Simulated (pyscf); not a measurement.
Structures and frequencies: ωB97X-D3(BJ)/def2-SVP in PySCF.

Problem. CH₄ (SMILES C) + H₃Si–O–ZnH (SMILES [SiH3][O][ZnH]) → H₃C–ZnH (SMILES [CH3][ZnH]) + HO–SiH₃ (SMILES O[SiH3])
Surface: singlet. Broken: C–H, O–Zn. Formed: C–Zn, H–O. Give ΔE‡ and ΔE from ωB97M-D3(BJ)/def2-TZVP, relative to the separated reactants.

Solution. ΔE‡ = 37.1 kcal/mol, ΔE = +22.6 kcal/mol. Zero-point energy shifts the barrier by -2.0 kcal/mol. It is a four-centre exchange, with an imaginary mode of 1362i cm⁻¹. On the product side the descent ends in an adduct with a O–Zn contact (not fully relaxed), 7.6 kcal/mol under the separated species and 20.6 kcal/mol under the saddle at ωB97X-D3(BJ)/def2-TZVP. What is counted as broken (O–Zn) persists as a longer contact in the product adduct; parting that adduct is a step of its own. One saddle was located; it need not be the lowest between these sides. Elements up to Kr have no core potential and no relativistic terms here.
